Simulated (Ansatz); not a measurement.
Computed with Ansatz on PBE0-D4/def2-TZVP structures; ΔE is electronic, products minus reactants. CCSD(T)/CBS adds triple-zeta CCSD(T) − MP2 to the extrapolated MP2 energy (def2 sets, frozen cores). This one scheme is used for every species. Double bonds are as drawn, so ΔE can hold a change between cis and trans. DFT in def2-TZVPP. B3LYP here is the variant with VWN-RPA as its local correlation; programs differ in this. HSE06 is defined as in plane-wave codes.

`F/C=C(\F)Cl` + H₂ → `F/C=C/F` + HCl  (hydrogenolysis of a C–Cl bond)

| level | ΔE (kcal/mol) | difference from CCSD(T)/CBS |
| --- | --- | --- |
| LDA (SPW92) | -16.3 | 4.4 |
| PBE-D4 | -17.0 | 3.7 |
| revPBE-D4 | -15.9 | 4.8 |
| BLYP-D4 | -17.8 | 2.9 |
| B97M-V | -19.7 | 1.0 |
| B3LYP-D4 | -19.8 | 0.9 |
| r2SCANh-D4 | -18.6 | 2.1 |
| r2SCAN0-D4 | -19.7 | 1.0 |
| HSE06-D4 | -19.2 | 1.5 |
| BHLYP-D4 | -22.3 | -1.6 |
| CAM-B3LYP-D4 | -21.0 | -0.3 |
| ωB97X-V | -19.9 | 0.8 |
| ωB97M-V | -20.1 | 0.6 |
| B2PLYP | -21.0 | -0.3 |
| PBE-QIDH | -20.6 | 0.1 |
| PBE | -17.9 | 2.8 |
| BLYP | -19.9 | 0.8 |
| r2SCAN | -18.1 | 2.6 |
| PBE0 | -20.1 | 0.6 |
| B3LYP | -21.4 | -0.7 |
| r2SCANh | -18.9 | 1.8 |
| r2SCAN0 | -20.0 | 0.7 |
| BHLYP | -23.5 | -2.8 |
| CAM-B3LYP | -21.9 | -1.2 |
| LC-ωPBE | -21.1 | -0.4 |
| RPA@PBE/def2-TZVPP | -21.0 | -0.3 |
| HF/def2-SVP | -29.7 | -9.0 |
| MP2/def2-SVP | -21.1 | -0.4 |
| CCSD/def2-SVP | -24.0 | -3.3 |
| CCSD(T)/def2-SVP | -22.6 | -1.9 |
| HF/def2-TZVPP | -27.1 | -6.4 |
| MP2/def2-TZVPP | -19.7 | 1.0 |
| CCSD/def2-TZVPP | -23.0 | -2.3 |
| CCSD(T)/def2-TZVPP | -21.3 | -0.6 |
| HF/def2-QZVPP | -26.9 | -6.2 |
| MP2/def2-QZVPP | -19.3 | 1.4 |
| SCS-MP2/def2-QZVPP | -20.5 | 0.2 |
| HF/CBS(def2) | -26.9 | -6.2 |
| MP2/CBS(def2) | -19.1 | 1.6 |
| CCSD/CBS(def2) | -22.4 | -1.7 |
| CCSD(T)/CBS | -20.7 | 0 |

Q: What do rigid-rotor, harmonic-oscillator terms from PBE0-D4/def2-TZVP frequencies (298.15 K, 1 bar) make of the CCSD(T)/CBS value? (An estimate is asked.)

A: Ansatz gave: ΔZPE = +3.5 kcal/mol, ΔH = -17.7 kcal/mol, ΔS = 21 J/(mol·K), ΔG = -19.2 kcal/mol.

Largest T1 diagnostic among the species: 0.012.

In def2-TZVPP, CCSD(T) changes the Hartree–Fock value by +5.7 kcal/mol (the triples alone add +1.6 kcal/mol) and MP2 by +7.4 kcal/mol. Leaving LDA and LC-ωPBE aside and taking each functional with its dispersion term where it has one, the values spread over 6.4 kcal/mol, from BHLYP-D4 to revPBE-D4. LDA lies +1.6 kcal/mol from PBE without D4.
